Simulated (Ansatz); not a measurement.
**SiH− (triplet): from Hartree-Fock to the top rungs, aug-cc-pVTZ**

One table from this session's results is given with a row withheld; the runs are named, their logs left out.

The runs use Ansatz 0.2.0, Gaussian basis; aug-cc-pVTZ, core rule «outside noble gas», up to 5 orbitals frozen.

The runs, in order: UHF; CCSD(T) on ROHF; CCSD(T) on UHF; BCCD(T) on ROHF; CCSDT(Q) on ROHF; CCSDT(Q) on UHF; CASSCF and MRCISD+Q, 6 electrons in 5 orbitals; CASSCF and NEVPT4(SD), 6 electrons in 5 orbitals; CASSCF and NEVPT2, 6 electrons in 5 orbitals.

19 further runs of the same task are left out: 9 that didn't finish, 10 set aside as unsound or not needed. Runs told in other sessions of the task aren't counted.

### The geometry

The geometry is a PBE0/def2-TZVPD stationary point (not a proven minimum).

2 atoms, charge -1, spin multiplicity 3.

Atoms are counted from 1 here; the program's logs count them from 0.

Bond lengths: Si1–H2 1.559 Å.

The first run:

Contents of in.yaml:

```yaml
crystal:
  periodic: [false, false, false]
  atoms:
    - {symbol: Si, position_ang: [0.000000, 0.000000, 0.000000]}
    - {symbol: H, position_ang: [0.000000, 0.000000, 1.559400]}
basis:
  gaussian: {orbitals: aug-cc-pVTZ}
total_charge: -1
magnetization: {spin_polarized: true, initial_magnetization: 2}
hamiltonian: {xc: hf}
output: {orbitals: {seedname: orbitals}}
```

Run with:

```sh
ansatz run in.yaml --threads 1 --pin off --events-out ev --progress --plain --max-ram 2393MiB
```

Among the steps run: UHF; CCSD(T) on ROHF; CCSD(T) on UHF; BCCD(T) on ROHF; CCSDT(Q) on ROHF; CCSDT(Q) on UHF; CASSCF and MRCISD+Q, 6 electrons in 5 orbitals; CASSCF and NEVPT4(SD), 6 electrons in 5 orbitals; CASSCF and NEVPT2, 6 electrons in 5 orbitals.

One table of the session follows, with a row left open; its other results are not shown here.

| method | from UCCSDT(Q) (kJ/mol) |
| --- | --- |
| ROHF | +350.2 |
| UHF | +335.2 |
| RMP2 | +71.2 |
| UMP2 | +75.8 |
| RCCSD | +17.9 |
| UCCSD | +17.3 |
| RCCSD(T) | +3.5 |
| UCCSD(T) | +3.5 |
| BCCD(T) | +3.5 |
| RCCSDT | +0.7 |
| UCCSDT | +0.6 |
| RCCSDT(Q) | +0.1 |
| UCCSDT(Q) | 0 |
| CASSCF valence | +306.4 |
| NEVPT2 valence | ? |
| NEVPT4(SD) valence | +12.8 |
| MRCISD valence | +25.9 |
| MRCISD+Q valence | +3.0 |

Estimate the missing values for NEVPT2 valence.

**Answer.** from UCCSDT(Q) (kJ/mol): +82.5. In the column «from UCCSDT(Q) (kJ/mol)» it lies between UMP2 (+75.8) and CASSCF valence (+306.4).

Limits of these values: Restricted and unrestricted rows rest on different reference determinants; a gap between their highest levels can come from leftover correlation error, from unlike frozen cores or from another state.
